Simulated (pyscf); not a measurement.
This saddle point was located with ωB97X-D3(BJ)/def2-SVP in PySCF.

```xyz
10

F      0.8579     0.2232    -1.3798
Si     0.4230    -0.5906    -0.0543
O     -1.0336    -0.0826     0.4591
Si    -1.7965     1.1107     1.3554
H      0.4089    -2.2121    -0.3679
H      0.3852    -3.2277    -0.5539
H     -3.2423     1.0715     1.0196
H     -1.5978     0.8391     2.8042
H     -1.2209     2.4384     1.0072
F      1.5329    -0.2460     1.0701
```
Charge 0, spin multiplicity 2.

Surface: doublet, charge 0. Lowest wavenumbers (cm⁻¹): 1257i, 18, 43, 64, 175.

**Question.** Which two sides does it connect, and which bonds change?

**Answer.** `[F][Si]([F])[O][SiH3]` [doublet] + `[H][H]` ⇌ `[F][SiH]([F])[O][SiH3]` + `[H]` [doublet], a hydrogen abstraction read from left to right: H–H broken and H–Si formed. At ωB97M-D3(BJ)/def2-TZVP it lies +46.6 kJ/mol from the left side and +34.6 kJ/mol from the right (each side as separated species at their lowest minima found). This is the saddle that the search found; another between the same sides may lie lower. The angle at the transferred H is 179°.
